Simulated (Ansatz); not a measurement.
Geometry optimisation, UKS B3LYP/6-31G* (Ansatz 0.2.0).

input.yaml

```yaml
crystal:
  periodic: [false, false, false]
  atoms:
    - { symbol: B, position_ang: [0.01515, -0.084086, -0.109469] }
    - { symbol: F, position_ang: [-0.039759, -0.264455, 1.2086] }
    - { symbol: H, position_ang: [1.033139, 0.253154, -0.62303] }
    - { symbol: O, position_ang: [-1.080888, -0.282008, -0.87281] }
    - { symbol: H, position_ang: [-1.851991, -0.554865, -0.348892] }
    - { symbol: H, position_ang: [0.002949, 0.08556, 3.309101] }
magnetization:
  spin_polarized: true
  initial_magnetization: 1
basis:
  gaussian: { orbitals: "6-31G*" }
hamiltonian:
  xc: b3lyp
relax:
  f_tol: 0.03
  max_steps: 50
```

Command:

```bash
$ ansatz run input.yaml --threads 1 --pin off --max-ram 2048MiB --backend cpu --events-out ev --progress --plain --runs-dir out
```

Q: Where does it end, and by what steps?

A: The forces met the threshold. The force dipped under the threshold on the way, but the program's further checks kept it going. After 8 steps the energy has fallen by 0.073 eV; H6 moved furthest, 0.62 Å.

| step | energy less start (eV) | largest force component (eV/Å) | accepted |
| --- | --- | --- | --- |
| 0 | 0.0000 | 0.338 | yes |
| 1 | -0.0308 | 0.194 | yes |
| 2 | -0.0588 | 0.129 | yes |
| 3 | -0.0578 | 0.556 | no |
| 4 | -0.0657 | 0.062 | yes |
| 5 | -0.0706 | 0.024 | yes |
| 6 | -0.0725 | 0.020 | yes |
| 7 | -0.0730 | 0.019 | yes |
| 8 | -0.0731 | 0.011 | yes |

```xyz
6
Properties=species:S:1:pos:R:3
B 0.008 -0.106 -0.238
F -0.011 -0.388 1.069
H 1.013 0.272 -0.750
O -1.109 -0.249 -0.984
H -1.861 -0.563 -0.456
H 0.038 0.187 3.922
```

Whether the end is a true minimum wasn't checked by a vibrational analysis.

Run time: 15 s on 1 thread of Arm Neoverse V2 (shared host), peak memory 0.13 GiB.
